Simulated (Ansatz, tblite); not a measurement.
# SiH3(NHEt) (C₂H₉NSi): a ladder of methods and basis sets

An exercise on one series of results from a longer session: the logs are not shown, and one member is left open.

Method: as each input shows; program: Ansatz 0.2.0, Gaussian basis.

Plan: GFN1-xTB, GFN2-xTB, PBE-D4/def2-TZVP, r2SCAN-D4/def2-TZVP, r2SCAN0-D4/def2-TZVP, BLYP-D4/def2-TZVP, B3LYP-D4/def2-TZVP, B2PLYP/def2-TZVP, LDA/def2-TZVP, HSE06-D4/def2-TZVP, B97M-V/def2-TZVP, PBE-D4/def2-SVP, PBE0-D4/def2-SVP, PBE0-D4/def2-TZVPD, PBE-D4/def2-TZVPD, r2SCAN-D4/def2-TZVPD, CCSD(T)/def2-TZVPP, MP2/def2-TZVP, RPA/def2-TZVP.

**The structure**

The geometry is that of the singlet, from an earlier relaxation (PBE-D4/def2-SVP).

13 atoms, charge 0, spin multiplicity 1.

Bond lengths: Si1–H2 1.504 Å, Si1–H3 1.516 Å, Si1–H4 1.507 Å, Si1–N5 1.745 Å, N5–C6 1.457 Å, N5–H8 1.024 Å, C6–C7 1.533 Å, C6–H9 1.114 Å, C6–H10 1.113 Å, C7–H11 1.110 Å, C7–H12 1.110 Å, C7–H13 1.110 Å. Angles: H2–Si1–H3 107.4°, H2–Si1–H4 110.9°, H2–Si1–N5 106.9°, H3–Si1–H4 106.4°, H3–Si1–N5 116.9°, H4–Si1–N5 108.4°, Si1–N5–C6 124.2°, Si1–N5–H8 116.6°, C6–N5–H8 113.4°, N5–C6–C7 115.0°, N5–C6–H9 109.4°, N5–C6–H10 107.9°, C7–C6–H9 109.4°, C7–C6–H10 109.5°, H9–C6–H10 105.3°, C6–C7–H11 111.2°, C6–C7–H12 111.4°, C6–C7–H13 111.0° and more.

PBE0-D4/def2-TZVP was run before; its log isn't repeated, and its numbers join the tables.

Set-up of the first run:

Tight binding, by tblite at 300 K electronic temperature and without a spin-polarisation term:

```python
tblite.interface.Calculator('GFN1-xTB', numbers, positions, charge=0, uhf=0).singlepoint()
```

Tight binding, by tblite at 300 K electronic temperature and without a spin-polarisation term:

```python
tblite.interface.Calculator('GFN2-xTB', numbers, positions, charge=0, uhf=0).singlepoint()
```

start.molden holds the orbitals of an earlier run on this state, given as this run's starting guess.

in.yaml

```yaml
crystal:
  periodic: [false, false, false]
  atoms:
    - {symbol: Si, position_ang: [0.431562, 1.527357, 1.135700]}
    - {symbol: H, position_ang: [0.071010, 1.900512, 2.547727]}
    - {symbol: H, position_ang: [1.916601, 1.221327, 1.112553]}
    - {symbol: H, position_ang: [0.221676, 2.691655, 0.202771]}
    - {symbol: N, position_ang: [-0.647294, 0.240447, 0.661221]}
    - {symbol: C, position_ang: [-0.713760, -0.319505, -0.682725]}
    - {symbol: C, position_ang: [0.289200, -1.443376, -0.967444]}
    - {symbol: H, position_ang: [-0.917809, -0.423888, 1.391910]}
    - {symbol: H, position_ang: [-1.747036, -0.688182, -0.878715]}
    - {symbol: H, position_ang: [-0.555458, 0.510688, -1.406611]}
    - {symbol: H, position_ang: [1.333524, -1.091456, -0.838060]}
    - {symbol: H, position_ang: [0.182148, -1.827804, -2.003305]}
    - {symbol: H, position_ang: [0.135637, -2.297786, -0.275033]}
basis:
  gaussian: {orbitals: def2-TZVP, initial_orbitals: start.molden}
hamiltonian: {xc: pbe, dispersion: d4}
scf: {omitted_lower_state_checks: [starts]}
output: {orbitals: {seedname: orbitals}}
```

The run is started by

```
$ ansatz run in.yaml --threads 4 --pin off --events-out ev --progress --plain --max-ram 3916MiB
```

Steps of the session up to this table: PBE-D4/def2-TZVP; r2SCAN-D4/def2-TZVP; r2SCAN0-D4/def2-TZVP; BLYP-D4/def2-TZVP; B3LYP-D4/def2-TZVP; B2PLYP/def2-TZVP; LDA/def2-TZVP; HSE06-D4/def2-TZVP; B97M-V/def2-TZVP; PBE-D4/def2-SVP; PBE0-D4/def2-SVP; PBE0-D4/def2-TZVPD; PBE-D4/def2-TZVPD; r2SCAN-D4/def2-TZVPD; CCSD(T)/def2-TZVPP; MP2/def2-TZVP; RPA/def2-TZVP.

One table of the session follows, with a row left open; its other results are not shown here.

| level | HOMO (eV) | gap (eV) |
| --- | --- | --- |
| LDA/def2-TZVP | -5.54 | 4.91 |
| PBE-D4/def2-SVP | -5.24 | 5.34 |
| PBE-D4/def2-TZVP | -5.43 | 5.04 |
| PBE-D4/def2-TZVPD | -5.48 | 4.83 |
| BLYP-D4/def2-TZVP | -5.32 | 5.02 |
| r2SCAN-D4/def2-TZVP | -5.70 | 5.78 |
| r2SCAN-D4/def2-TZVPD | -5.72 | 5.62 |
| B97M-V/def2-TZVP | -5.89 | 5.61 |
| B3LYP-D4/def2-TZVP | ? | ? |
| PBE0-D4/def2-SVP | -6.64 | 7.62 |
| PBE0-D4/def2-TZVP | -6.77 | 7.23 |
| PBE0-D4/def2-TZVPD | -6.80 | 6.89 |
| r2SCAN0-D4/def2-TZVP | -6.96 | 7.71 |
| HSE06-D4/def2-TZVP | -6.37 | 6.45 |

**Question.** Estimate the row for B3LYP-D4/def2-TZVP.

As computed: HOMO (eV): -6.56; gap (eV): 6.76. In the column «HOMO (eV)» it lies between PBE0-D4/def2-SVP (-6.64) and HSE06-D4/def2-TZVP (-6.37).
